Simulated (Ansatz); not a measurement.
Input file:

```yaml
crystal:
  periodic: [false, false, false]
  atoms:
    - { symbol: C, position_ang: [-0.362506, 0.382732, -1.14761] }
    - { symbol: "N", position_ang: [0.159277, 0.445841, 0.234599] }
    - { symbol: Si, position_ang: [0.361547, -0.761593, 1.311492] }
    - { symbol: H, position_ang: [-0.62111, -0.636224, -1.395283] }
    - { symbol: H, position_ang: [-1.243832, 1.002333, -1.225518] }
    - { symbol: H, position_ang: [0.39563, 0.733791, -1.832227] }
    - { symbol: H, position_ang: [0.414406, 1.375784, 0.515435] }
    - { symbol: H, position_ang: [-0.00169, -2.111066, 0.920227] }
    - { symbol: H, position_ang: [0.898258, -0.4316, 2.618884] }
total_charge: 1
basis:
  gaussian: { orbitals: "6-31G*" }
hamiltonian:
  xc: hf
neb:
  order_check: false
  images: 9
  f_tol: 0.03
  max_iterations: 60
  final_atoms:
    - { symbol: C, position_ang: [-0.36534358, 0.38313325, -1.14655628] }
    - { symbol: "N", position_ang: [0.16752319, 0.44434538, 0.23131159] }
    - { symbol: Si, position_ang: [0.36036151, -0.76133106, 1.31199428] }
    - { symbol: H, position_ang: [-0.62250076, -0.63589174, -1.39536069] }
    - { symbol: H, position_ang: [-1.24912486, 1.00034623, -1.21604846] }
    - { symbol: H, position_ang: [0.38655283, 0.73820208, -1.83598203] }
    - { symbol: H, position_ang: [0.43635198, 1.37195765, 0.50692823] }
    - { symbol: H, position_ang: [0.91107478, -0.43352008, 2.61409618] }
    - { symbol: H, position_ang: [-0.0249151, -2.10724371, 0.92961618] }
  initial_path:
    images:
      - { positions_ang: [[-0.362506, 0.382732, -1.14761], [0.159277, 0.445841, 0.234599], [0.361547, -0.761593, 1.311492], [-0.62111, -0.636224, -1.395283], [-1.243832, 1.002333, -1.225518], [0.39563, 0.733791, -1.832227], [0.414406, 1.375784, 0.515435], [-0.00169, -2.111066, 0.920227], [0.898258, -0.4316, 2.618884]] }
      - { positions_ang: [[-0.38118431, 0.40255121, -1.13033473], [0.22343596, 0.39997203, 0.1958652], [0.34760185, -0.76677704, 1.32191983], [-0.63772088, -0.59649956, -1.43387509], [-1.27039136, 0.98739626, -1.11812719], [0.31619444, 0.82120743, -1.81914944], [0.60003978, 1.25003133, 0.39891241], [0.14347059, -2.12207635, 0.98548287], [0.65853393, -0.3758073, 2.59930514]] }
      - { positions_ang: [[-0.39986263, 0.42237042, -1.11305946], [0.28759492, 0.35410306, 0.1571314], [0.33365669, -0.77196108, 1.33234766], [-0.65433175, -0.55677512, -1.47246718], [-1.29695073, 0.97245952, -1.01073637], [0.23675888, 0.90862385, -1.80607188], [0.78567357, 1.12427866, 0.28238981], [0.28863118, -2.1330867, 1.05073873], [0.41880986, -0.32001461, 2.57972629]] }
      - { positions_ang: [[-0.41854094, 0.44218962, -1.09578419], [0.35175389, 0.30823409, 0.1183976], [0.31971154, -0.77714511, 1.34277548], [-0.67094263, -0.51705068, -1.51105927], [-1.32351009, 0.95752278, -0.90334556], [0.15732332, 0.99604028, -1.79299432], [0.97130735, 0.99852598, 0.16586722], [0.43379177, -2.14409705, 1.1159946], [0.17908578, -0.26422191, 2.56014743]] }
      - { positions_ang: [[-0.43721925, 0.46200883, -1.07850892], [0.41591285, 0.26236512, 0.07966381], [0.30576639, -0.78232915, 1.35320331], [-0.68755351, -0.47732624, -1.54965136], [-1.35006945, 0.94258604, -0.79595475], [0.07788776, 1.0834567, -1.77991677], [1.15694114, 0.87277331, 0.04934463], [0.57895236, -2.15510741, 1.18125046], [-0.06063829, -0.20842921, 2.54056857]] }
      - { positions_ang: [[-0.45589757, 0.48182804, -1.06123364], [0.48007181, 0.21649615, 0.04093001], [0.29182124, -0.78751319, 1.36363114], [-0.70416438, -0.4376018, -1.58824344], [-1.37662881, 0.9276493, -0.68856393], [-0.0015478, 1.17087313, -1.76683921], [1.34257492, 0.74702064, -0.06717797], [0.72411296, -2.16611776, 1.24650633], [-0.30036236, -0.15263652, 2.52098971]] }
      - { positions_ang: [[-0.43778677, 0.46208908, -1.07829817], [0.41756209, 0.262066, 0.07900632], [0.30552929, -0.78227676, 1.35330377], [-0.68783166, -0.47725978, -1.54966689], [-1.35112802, 0.94218868, -0.79406084], [0.07607233, 1.08433892, -1.78066777], [1.16133033, 0.87200804, 0.04764327], [0.76150532, -1.81959822, 1.5200243], [-0.24527291, -0.54355796, 2.20271501]] }
      - { positions_ang: [[-0.41967597, 0.44235013, -1.0953627], [0.35505236, 0.30763585, 0.11708264], [0.31923734, -0.77704034, 1.3429764], [-0.67149893, -0.51691777, -1.51109034], [-1.32562723, 0.95672807, -0.89955774], [0.15369245, 0.99780471, -1.79449634], [0.98008574, 0.99699544, 0.16246451], [0.79889769, -1.47307869, 1.79354227], [-0.19018346, -0.9344794, 1.8844403]] }
      - { positions_ang: [[-0.40156517, 0.42261117, -1.11242723], [0.29254264, 0.35320569, 0.15515896], [0.3329454, -0.77180391, 1.33264902], [-0.65516621, -0.55657576, -1.47251379], [-1.30012644, 0.97126746, -1.00505465], [0.23131258, 0.9112705, -1.8083249], [0.79884115, 1.12198285, 0.27728575], [0.83629005, -1.12655915, 2.06706024], [-0.135094, -1.32540083, 1.56616559]] }
      - { positions_ang: [[-0.38345438, 0.40287221, -1.12949175], [0.23003292, 0.39877554, 0.19323527], [0.34665345, -0.76656748, 1.32232165], [-0.63883348, -0.59623375, -1.43393724], [-1.27462565, 0.98580684, -1.11055156], [0.3089327, 0.82473629, -1.82215347], [0.61759657, 1.24697025, 0.39210699], [0.87368242, -0.78003962, 2.34057821], [-0.08000455, -1.71632227, 1.24789089]] }
      - { positions_ang: [[-0.36534358, 0.38313325, -1.14655628], [0.16752319, 0.44434538, 0.23131159], [0.36036151, -0.76133106, 1.31199428], [-0.62250076, -0.63589174, -1.39536069], [-1.24912486, 1.00034623, -1.21604846], [0.38655283, 0.73820208, -1.83598203], [0.43635198, 1.37195765, 0.50692823], [0.91107478, -0.43352008, 2.61409618], [-0.0249151, -2.10724371, 0.92961618]] }
```

Run as:

```bash
$ ansatz run input.yaml --threads 1 --pin off --max-ram 2048MiB --backend cpu --events-out ev --progress --plain --runs-dir out
```

Hardware: 1 thread of Arm Neoverse V2 (shared host).

**Question.** Roughly how long does this run take, and how much memory?

**Answer.** 98 s, with a peak of 0.1 GiB, for 16 band iterations.
